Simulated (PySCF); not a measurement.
Compound: cyclopropene, C₃H₄.
Atom-mapped SMILES: `[CH:1]1=[CH:2][CH2:3]1` (hydrogens: H4 on C1; H5 on C2; H6, H7 on C3)

The closed-shell ground state was solved at several levels (PySCF, density fitting, gas phase, non-relativistic). Geometry: GFN2-xTB; no solvent, vibrations or thermal averaging.

```csv
level,basis functions,HOMO (eV),LUMO (eV),gap (eV),dipole (D)
PBE0/pcSseg-1,71,-7.23,0.14,7.37,0.47
B3LYP/pcJ-1,121,-7.01,-0.10,6.91,0.46
```

Task: Estimate the row for wB97X-D/def2-SVPD, a basis of 92 functions; the other rows only guide the guess.

Result: HOMO -9.10 eV, LUMO 1.93 eV, gap 11.03 eV, dipole 0.46 D.

Task: Over all these levels, which gives the widest orbital gap and which the narrowest?

Result: wB97X-D/def2-SVPD (range-separated hybrid) has the widest, 11.03 eV, and B3LYP/pcJ-1 (global hybrid, 20 % exact exchange) the narrowest, 6.91 eV. Functional and basis both differ between the two, so the spread mixes both effects.

Task: How far do the dipole and the HOMO energy spread over the levels?

Result: The dipole runs from 0.46 to 0.47 D (mean 0.46 D) and the HOMO from -9.10 to -7.01 eV.
